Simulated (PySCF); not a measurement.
Compound: propynal, C3H2O.
SMILES with atom numbers: `[CH:1]#[C:2][CH:3]=[O:4]` (hydrogens: H5 on C1; H6 on C3)

A GFN2-xTB structure was refined with PySCF 2.14.0, B3LYP/def2-TZVP geometry optimisation, gas phase. Its GFN2-xTB values:

```json
{"coordinate": "C1≡C2", "GFN2-xTB": "1.202 Å"}
{"coordinate": "C1–H5", "GFN2-xTB": "1.051 Å"}
{"coordinate": "C2–C3", "GFN2-xTB": "1.431 Å"}
{"coordinate": "C3=O4", "GFN2-xTB": "1.200 Å"}
{"coordinate": "C3–H6", "GFN2-xTB": "1.109 Å"}
{"coordinate": "C1–C2–C3", "GFN2-xTB": "179.9°"}
{"coordinate": "C2–C1–H5", "GFN2-xTB": "179.4°"}
{"coordinate": "C2–C3–O4", "GFN2-xTB": "125.6°"}
{"coordinate": "C2–C3–H6", "GFN2-xTB": "112.2°"}
{"coordinate": "O4–C3–H6", "GFN2-xTB": "122.2°"}
```

**Question.** How do these coordinates change at the B3LYP/def2-TZVP level?

**Answer.** 
| coordinate | B3LYP/def2-TZVP (Å or °) | change |
| --- | --- | --- |
| C2–C3 | 1.446 | +0.015 |
| C1–H5 | 1.064 | +0.013 |
| C3=O4 | 1.206 | +0.006 |
| C3–H6 | 1.105 | -0.004 |
| C1≡C2 | 1.202 | 0.000 |
| C1–C2–C3 | 177.0 | -2.9 |
| C2–C3–H6 | 114.4 | +2.2 |
| C2–C3–O4 | 124.1 | -1.5 |
| O4–C3–H6 | 121.6 | -0.6 |
| C2–C1–H5 | 178.8 | -0.6 |

The energy falls by 1.6 kJ/mol over 8 energy and gradient evaluations, the largest force component goes from 0.0157 to 2.1e-04 Eh/bohr, and the atoms move by 0.018 Å rms after alignment. The bond that changes most is C2–C3 (alkyne carbon to aldehyde carbon), which lengthens by 0.015 Å. Bonds longer at the end by more than 0.005 Å: 3 of 5; shorter: 0. Rotational constants go from 69273, 4882, 4561 to 69492, 4834, 4519 MHz.

The run used 136 basis functions and 56 SCF cycles in all. On one thread, Arm Neoverse V1 (aarch64), shared host, this took 17 s of wall time and 0.47 GiB of memory at its peak.

B3LYP/def2-TZVP frequencies: not computed here.
